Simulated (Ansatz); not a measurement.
Reaction (SMILES): O (H2O) → 2 H atom + O atom
B3LYP-D3(BJ)/def2-TZVP geometries, fixed; electronic energies without zero-point terms.
Largest species:
```xyz
3

O      0.0070     0.0013     0.1167
H     -0.0500     0.7593    -0.4742
H     -0.0062    -0.7700    -0.4592
```

Energies in hartree at PBE with Ansatz (a program for electronic structure); the atomisation energy is their sum with the coefficients shown, times 627.509 kcal/mol a hartree. All functions are spherical. Open shells are unrestricted. No added dispersion term, no relativity.

| species | coefficient | part | cc-pVDZ | cc-pVTZ | cc-pVQZ |
|---|---|---|---|---|---|
| O (H2O) | -1 | PBE | -76.33362 | -76.37297 | -76.38319 |
| H atom | +2 | PBE | -0.49863 | -0.49962 | -0.49985 |
| O atom | +1 | PBE | -74.98142 | -75.00491 | -75.01166 |

**Question.** Predict the atomisation energy in cc-pV5Z (X = 5): let each PBE step shrink by the ratio of the last two. Compare with the run.

**Answer.** 
- O (H2O): steps -0.03935 and -0.01022, ratio 0.260, so PBE -76.38585 (run: -76.38739).
- H atom: steps -0.00099 and -0.00023, ratio 0.232, so PBE -0.49990 (run: -0.49997).
- O atom: steps -0.02349 and -0.00675, ratio 0.287, so PBE -75.01360 (run: -75.01437).
Predicted 233.72 kcal/mol; the run in cc-pV5Z gives 234.11, a miss of -0.40. Keeping the value in cc-pVQZ, 233.33, would miss by -0.78. All sums are of the energies as printed.
